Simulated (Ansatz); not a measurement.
Born–Oppenheimer molecular dynamics of C₄H₉FO (15 atoms, charge 0, multiplicity 1). It starts from a relaxed structure.

These are results of UKS B3LYP/STO-3G (Ansatz), not measurements.

* ensemble: NVT, Langevin thermostat
* time step: 0.5 fs
* steps asked: 142
* set temperature: 200 K
* friction: 0.01 /fs
* masses: H 2.014 u
* seed: 897274

First frame:

```xyz
15
Properties=species:S:1:pos:R:3
C -1.845 0.756 0.505
O -0.738 -0.083 1.007
C 0.117 -0.417 -0.149
C 1.113 -1.514 0.342
C 0.924 0.849 -0.688
F 0.085 1.796 -1.319
H -2.569 0.164 -0.097
H -1.463 1.589 -0.127
H -2.367 1.161 1.392
H -0.492 -0.821 -0.994
H 1.752 -1.851 -0.488
H 0.554 -2.377 0.733
H 1.753 -1.118 1.145
H 1.452 1.322 0.177
H 1.702 0.492 -1.408
```

Problem. How far do the bonds stretch over the last three quarters of this one trajectory? (Pairs bonded in most of those frames.)

Solution. 
```tsv
bond	mean (Å)	spread (Å)	shortest	longest
C1–O2	1.480	0.027	1.44	1.52
C1–H7	1.115	0.021	1.08	1.15
C1–H8	1.113	0.022	1.08	1.15
C1–H9	1.108	0.017	1.07	1.14
O2–C3	1.478	0.014	1.46	1.50
C3–C4	1.567	0.015	1.54	1.60
C3–C5	1.608	0.022	1.56	1.64
C3–H10	1.116	0.015	1.08	1.15
C4–H11	1.102	0.010	1.08	1.12
C4–H12	1.103	0.016	1.07	1.13
C4–H13	1.101	0.013	1.07	1.13
C5–F6	1.418	0.031	1.37	1.47
C5–H14	1.119	0.022	1.08	1.15
C5–H15	1.122	0.015	1.09	1.15
```

Mean temperature of the second half: 150 K. The mean temperature of the second half is 25 % below the set value. A run of 0.071 ps of so small a system gives no equilibrium averages. Limits of this set-up: minimal basis.

The run took 9.5 min on 1 thread of Arm Neoverse V2 (shared host), peak memory 0.15 GiB.
